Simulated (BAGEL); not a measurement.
# singlet CH5BN+, step by step

Aim: the energy (singlet CH5BN+, HF/3-21G), then the energy (doublet CH5BN, MRCI(3,3)/3-21G) of CH5BN. 

Program for the calculation: BAGEL 1.2.2.

3 further runs of the same task are left out: 1 that didn't finish, 2 set aside as unsound or not needed.

## 1. The system as given

The species is CH5BN+ (8 atoms), meant as a singlet with charge +1. SMILES of the parent species: `[BH3-]N=C`. Geometry: relaxed at GFN2-xTB. That shape belongs to the parent species and isn't relaxed for this state.

Bond lengths: B1–N2 1.547 Å, N2–C3 1.237 Å, B1–H4 1.227 Å, B1–H5 1.222 Å, B1–H6 1.227 Å, C3–H7 1.118 Å, C3–H8 1.106 Å. Angles: B1–N2–C3 122.9°, N2–B1–H4 109.8°, N2–B1–H5 108.3°, N2–B1–H6 109.4°, N2–C3–H7 126.8°, N2–C3–H8 120.8°, H4–B1–H5 110.1°, H4–B1–H6 109.4°, H5–B1–H6 109.9°, H7–C3–H8 112.4°.

## 2. A single-point energy at HF/3-21G (density fitting with AutoAux) (run 1)

Contents of job.json:

```json
{ "bagel" : [

{
  "title" : "molecule",
  "basis" : "3-21g",
  "df_basis" : "3-21g-autoaux.json",
  "angstrom" : "false",
  "geometry" : [
    { "atom" : "B", "xyz" : [     0.31293865,     1.95142568,     0.59904318 ] },
    { "atom" : "N", "xyz" : [     1.27894774,    -0.64883746,    -0.32176367 ] },
    { "atom" : "C", "xyz" : [    -0.14768210,    -2.44379382,    -0.77592155 ] },
    { "atom" : "H", "xyz" : [    -1.17816865,     2.82676572,    -0.94682838 ] },
    { "atom" : "H", "xyz" : [     2.12989142,     3.35872362,     0.83200862 ] },
    { "atom" : "H", "xyz" : [    -0.75606053,     1.69661501,     2.64058990 ] },
    { "atom" : "H", "xyz" : [    -2.25323384,    -2.46150056,    -0.60110298 ] },
    { "atom" : "H", "xyz" : [     0.61336731,    -4.27937930,    -1.42606292 ] }
  ]
},

{ "title" : "hf", "charge" : 1 },

{ "title" : "print", "file" : "orbitals.molden", "orbitals" : "true" }

]}
```

The basis set 3-21G is read from a file made from the Basis Set Exchange's data (not shown).

On the command line:

```sh
$ BAGEL_NUM_THREADS=1 BAGEL job.json > job.out
```

Output:

```text
* using 1 threads per process

  ===============================================================
  ===============================================================

  *** Geometry ***

  { "atom" : "B", "xyz" : [      0.312939,      1.951426,      0.599043 ] },
  { "atom" : "N", "xyz" : [      1.278948,     -0.648837,     -0.321764 ] },
  { "atom" : "C", "xyz" : [     -0.147682,     -2.443794,     -0.775922 ] },
  { "atom" : "H", "xyz" : [     -1.178169,      2.826766,     -0.946828 ] },
  { "atom" : "H", "xyz" : [      2.129891,      3.358724,      0.832009 ] },
  { "atom" : "H", "xyz" : [     -0.756061,      1.696615,      2.640590 ] },
  { "atom" : "H", "xyz" : [     -2.253234,     -2.461501,     -0.601103 ] },
  { "atom" : "H", "xyz" : [      0.613367,     -4.279379,     -1.426063 ] },

  Number of auxiliary basis functions:      259

  Since a DF basis is specified, we compute 2- and 3-index integrals:
    o Being stored without compression. Storage requirement is 0.003 GB

  Number of basis functions:       37
  Number of electrons      :       23

    * METHOD: MOLECULE                             0.04

  *** RHF ***

  === Nuclear Repulsion ===
    63.9412384828

      * DIIS with orbital gradients will be used.

  === RHF iteration (3-21g) ===
      0       -118.59855706          0.02323275           0.01
      1       -118.68132436          0.01099758           0.01
      2       -118.69714719          0.00363583           0.01
      3       -118.70015189          0.00122200           0.01
      4       -118.70058117          0.00051500           0.01
      5       -118.70064310          0.00030531           0.01
      6       -118.70065812          0.00006315           0.01
      7       -118.70065955          0.00002665           0.01
      8       -118.70065992          0.00001632           0.01
      9       -118.70066010          0.00001315           0.01
     10       -118.70066038          0.00000740           0.01
     11       -118.70066047          0.00000409           0.01
     12       -118.70066048          0.00000243           0.01
     13       -118.70066049          0.00000121           0.01
     14       -118.70066049          0.00000073           0.01
     15       -118.70066049          0.00000020           0.01
     16       -118.70066049          0.00000012           0.01
     17       -118.70066049          0.00000008           0.01
     18       -118.70066049          0.00000006           0.01
     19       -118.70066049          0.00000004           0.01
     20       -118.70066049          0.00000002           0.01
     21       -118.70066049          0.00000002           0.01
     22       -118.70066049          0.00000001           0.01
    * SCF iteration converged.

    * Permanent dipole moment:
           (    0.474989,     1.330960,     0.395870) a.u.

    * METHOD: HF                                   0.17

    * METHOD: PRINT                                0.00

  ===============================================================
```

Wall time 0.34 s (1 thread of Arm Neoverse V1, shared host).

## 3. Doublet neutral CH5BN: the energy at MRCI(3,3)/3-21G (density fitting with AutoAux) (run 2)

Contents of input.json:

```json
{ "bagel": [

{
  "title": "molecule",
  "basis": "3-21g",
  "df_basis": "3-21g-autoaux.json",
  "angstrom": false,
  "geometry": [
    { "atom": "B", "xyz": [     0.31293865,     1.95142568,     0.59904318 ] },
    { "atom": "N", "xyz": [     1.27894774,    -0.64883746,    -0.32176367 ] },
    { "atom": "C", "xyz": [    -0.14768210,    -2.44379382,    -0.77592155 ] },
    { "atom": "H", "xyz": [    -1.17816865,     2.82676572,    -0.94682838 ] },
    { "atom": "H", "xyz": [     2.12989142,     3.35872362,     0.83200862 ] },
    { "atom": "H", "xyz": [    -0.75606053,     1.69661501,     2.64058990 ] },
    { "atom": "H", "xyz": [    -2.25323384,    -2.46150056,    -0.60110298 ] },
    { "atom": "H", "xyz": [     0.61336731,    -4.27937930,    -1.42606292 ] }
  ]
},

{ "title": "hf", "charge": 1 },

{
  "title": "casscf",
  "nstate": 1,
  "nact": 3,
  "nclosed": 10,
  "nspin": 1,
  "active": [8, 12, 13],
  "maxiter": 200,
  "natocc": true,
  "canonical": true
},

{ "title": "print", "file": "orbitals.molden", "orbitals": true },

{ "title": "smith", "method": "mrci", "ncore": 2 }

]}
```

The basis set 3-21G is read from a file made from the Basis Set Exchange's data (not shown).

On the command line:

```sh
$ BAGEL_NUM_THREADS=1 BAGEL input.json > input.out
```

Output:

```text
* using 1 threads per process

  ===============================================================
  ===============================================================

  *** Geometry ***

  { "atom" : "B", "xyz" : [      0.312939,      1.951426,      0.599043 ] },
  { "atom" : "N", "xyz" : [      1.278948,     -0.648837,     -0.321764 ] },
  { "atom" : "C", "xyz" : [     -0.147682,     -2.443794,     -0.775922 ] },
[... 4 lines of this table left out ...]
  { "atom" : "H", "xyz" : [      0.613367,     -4.279379,     -1.426063 ] },

  Number of auxiliary basis functions:      259

  Since a DF basis is specified, we compute 2- and 3-index integrals:
    o Being stored without compression. Storage requirement is 0.003 GB

  Number of basis functions:       37
  Number of electrons      :       23

    * METHOD: MOLECULE                             0.04

  *** RHF ***

[... 11 lines left out ...]
    * SCF iteration converged.
[... 1 line left out ...]
    * Permanent dipole moment:
[... 28 lines left out ...]
    * Second-order optimization converged. *
[... 11 lines left out ...]
     * ci vector, state   0, <S^2> = 0.7500
[... 14 lines left out ...]
    * Approximate memory requirement for SMITH calulation per MPI process:
      o Storage requirement for T-amplitude, lambda, and residual is 0.00 GB
      o Storage requirement for MO integrals is 0.00 GB
    * Calculating and saving rdm4

    * Zeroth order energy : state  0       -1.2512479386

      ---- iteration ----

        0   0  -119.38501934     0.02276218      0.10
        1   0  -119.39440194     0.01299075      0.10
        2   0  -119.39736316     0.00754849      0.10
[... 5 lines of this table left out ...]
        8   0  -119.39893298     0.00007726      0.10
    ** throwing out 1 trial vectors **
        9   0  -119.39893317     0.00002950      0.10
    ** throwing out 1 trial vectors **
       10   0  -119.39893319     0.00001180      0.10
    ** throwing out 1 trial vectors **
       11   0  -119.39893320     0.00000459      0.10
    ** throwing out 1 trial vectors **
       12   0  -119.39893320     0.00000187      0.10
    ** throwing out 1 trial vectors **
       13   0  -119.39893320     0.00000078      0.10

      -------------------

        0   0  -119.42375039     0.00000000      0.00

    * METHOD: SMITH                                1.47

  ===============================================================
```

Wall time 2.2 s (1 thread of Arm Neoverse V1, shared host).

## 4. Summary of results

| quantity | value |
| --- | --- |
| run 1, HF/3-21G: total energy | -118.70066 Eh |
| run 1, HF/3-21G: HOMO energy | -17.86 eV |
| run 1, HF/3-21G: LUMO energy | -9.78 eV |
| run 1, HF/3-21G: HOMO–LUMO gap | 8.09 eV |
| doublet neutral CH5BN: total energy | -119.39893 Eh |

**Reading.** With the Davidson correction the energy (doublet neutral CH5BN) is -119.42375 Eh.
